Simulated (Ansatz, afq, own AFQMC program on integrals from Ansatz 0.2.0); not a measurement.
# AlGeH2, doublet in cc-pVDZ, levels against CCSDT(Q)

| atom | x (Å) | y (Å) | z (Å) |
| --- | --- | --- | --- |
| Ge | 0.0000 | 0.0029 | 0.5889 |
| Al | 0.0000 | -0.0643 | -1.4673 |
| H | 0.0000 | 1.1853 | -0.3531 |
| H | 0.0000 | 0.3270 | -2.8087 |

Connectivity, by distances: Ge–AlH, 1 bridging H.

Basis cc-pVDZ. Noble-gas cores (and the filled d shells of Ga–Kr and In–Xe) are frozen. Ansatz 0.2.0 and our own AFQMC program on the same integrals; the CISD trial comes from CCSD amplitudes, and released means the phaseless constraint is let go. Free AFQMC starts from the CCSD state and is never constrained. Its projection time is finite, and what remains of the start isn't in its error. Error bars are statistical, one sigma. No spin–orbit coupling.

Determinant: ROHF, the one that the program's search chose, which needn't be the lowest solution. The geometry is a point of a scan.

No full CI on the walks' own integrals is used here; CCSDT(Q) serves as the reference and is uncertain by about the last step of the cluster series.

Cautions: no relativity below Rb; no spin-orbit coupling; inner d shell frozen.

```
T1 diagnostic                               : 0.0193
weight of the determinant in the CISD state : 0.882
size of the correlated space                : 9 electrons in 36 orbitals
```

Reference: CCSDT(Q), correlation energy -4.720 eV. The released energy is read at 2.40 1/Eh (meV from the phaseless value at times in 1/Eh: -11 ± 10 at 0.24, -8 ± 10 at 0.51, -6 ± 9 at 0.99, -14 ± 10 at 1.62, -16 ± 11 at 2.40).

| level | E − E(reference) (kJ/mol) | share of correlation (%) |
| --- | --- | --- |
| HF | 455.4 | 0.00 |
| MP2 | 99.2 | 78.22 |
| CCSD | 18.1 | 96.03 |
| CCSD(T) | 3.7 | 99.19 |
| CCSDT | 0.8 | 99.83 |
| ph-AFQMC/CISD | 2.2 ± 0.9 | 99.52 |
| released AFQMC | 0.6 ± 1.1 | 99.87 |
| free AFQMC | 1.4 ± 1.4 | 99.69 |

Free projections are given only where their last times agree within the noise and don't stop above the reference; a slow remainder of the start can still hide under it. A walk keeps the symmetry of its determinant, which the program's search chose and which needn't be the lowest solution, so a lower state of the same spin and another symmetry isn't excluded. Released energies are given only where the last usable release times agree within the noise; a slower fall can still hide under it.
